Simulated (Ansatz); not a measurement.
**HClF radical: geometry and frequencies at several levels**

The task here is to estimate one member of a computed series from the others.

Computed with Ansatz 0.2.0 (the levels named in each step, unless a step's input says otherwise).

### The system as given

Bond lengths: F1–H3 0.933 Å.

Coordinates:

```xyz
3

F     2.1124   -0.2155    0.5935
Cl   -1.1969    0.1433   -0.3205
H     2.2825   -0.9787    0.0854
```

Set-up of the first run:

Contents of input.yaml:

```yaml
crystal:
  periodic: [false, false, false]
  atoms:
    - { symbol: F, position_ang: [1.89516798, -0.16523553, 0.55337588] }
    - { symbol: Cl, position_ang: [-0.76002232, 0.03232316, -0.247216] }
    - { symbol: H, position_ang: [2.06288434, -0.91798764, 0.05229012] }
magnetization:
  spin_polarized: true
  initial_magnetization: 1
basis:
  gaussian: { orbitals: def2-TZVPP }
hamiltonian:
  xc: pbe0
  dispersion: d4
phonons: {}
```

Run with:

```bash
> ansatz run input.yaml --threads 2 --pin off --max-ram 5120MiB --backend cpu --events-out ev --progress --plain --runs-dir out
```

Steps of the session up to this table: Frequencies, PBE0-D4/def2-TZVPP; Relaxation, PBE-D4/def2-TZVPP; Frequencies, PBE-D4/def2-TZVPP; Relaxation, r2SCAN-D4/def2-TZVPP; Frequencies, r2SCAN-D4/def2-TZVPP; Relaxation, B3LYP-D4/def2-TZVPP; Frequencies, B3LYP-D4/def2-TZVPP; Relaxation, B2PLYP/def2-TZVPP.

One table of the session follows, with a row left open; its other results are not shown here.

```
               level  F1–H3 (Å)  dipole (D)  highest frequency (cm⁻¹)
  PBE0-D4/def2-TZVPP     0.9197        1.87                      4129
   PBE-D4/def2-TZVPP     0.9356        1.73                      3889
r2SCAN-D4/def2-TZVPP     0.9244        1.86                      4041
 B3LYP-D4/def2-TZVPP          ?           ?                         ?
   B2PLYP/def2-TZVPP     0.9209        1.88                         -
```

Q: Estimate the row for B3LYP-D4/def2-TZVPP from the others.

The run gave: F1–H3 (Å): 0.9242; dipole (D): 1.88; highest frequency (cm⁻¹): 4054. In the column «F1–H3 (Å)» it lies between B2PLYP/def2-TZVPP (0.9209) and r2SCAN-D4/def2-TZVPP (0.9244).
